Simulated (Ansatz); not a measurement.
Abridged output of a molecular run in Ansatz:

```
Functional definition: HF
861 factors; integrals over basis functions are off by at most 1.4e-3 eV
mean field evaluation 1: about -7766.1215 eV, gradient 3.8e1 eV
mean field evaluation 2: about -7766.2890 eV, gradient 3.8e1 eV
mean field evaluation 4: about -7769.5658 eV, gradient 3.7e0 eV
mean field evaluation 8: about -7769.6232 eV, gradient 3.6e-1 eV
mean field evaluation 16: about -7769.3818 eV, gradient 3.7e0 eV
mean field -7769.62464076 eV, -285.5284391073 hartree, gradient 9.1e-6 eV, S^2 0.000000; 0 other end points of the search recorded, 0 dependent functions left out
5 core orbitals not correlated: weight in the atoms' cores, before any rotation towards them, 1.000 or more for the frozen orbitals, at most 0.000 for the correlated occupied ones
reference -7769.62464076 eV, -285.5284391073 hartree; 14, 14 occupied and 66, 66 virtual orbitals, 861 factors
second order -20.81579752 eV of doubles, -0.00000000 eV of singles
cycle   1  -20.89490375 eV  change   -7.9e-2 eV  update   1.0e-1
cycle   2  -21.41849017 eV  change   -5.2e-1 eV  update   3.1e-2
cycle   3  -21.55577724 eV  change   -1.4e-1 eV  update   1.6e-2
cycle   4  -21.54761553 eV  change    8.2e-3 eV  update   4.0e-3
cycle   5  -21.54698732 eV  change    6.3e-4 eV  update   1.8e-3
cycle   6  -21.54768597 eV  change   -7.0e-4 eV  update   4.9e-4
cycle   7  -21.54730434 eV  change    3.8e-4 eV  update   1.8e-4
cycle   8  -21.54717092 eV  change    1.3e-4 eV  update   6.9e-5
cycle   9  -21.54717788 eV  change   -7.0e-6 eV  update   3.2e-5
perturbative correction -0.69807784 eV, -0.0256538876 hartree
Total energy: -7791.86989649 eV, -286.3459371770 hartree
```

Its atoms:

Cartesian coordinates in Å:
```
F -0.491 1.769 0.398
C 0.328 0.697 0.363
N -0.117 -0.437 1.183
C -0.270 -1.058 0.069
N 0.189 -0.121 -0.860
H 1.352 1.023 0.560
H -0.570 -2.087 -0.118
H -0.421 0.214 -1.595
```

(1) Which basis set was used?
A. def2-SVP
B. def2-TZVPPD
C. def2-QZVPP
D. def2-SVPD

(2) Write the keys of the input that set method, charge and spin (a neutral closed shell needs none for the last two).

Answers

(1) A. It gives 85 functions.

(2) 
```yaml
correlation: {method: ccsd_t}
```
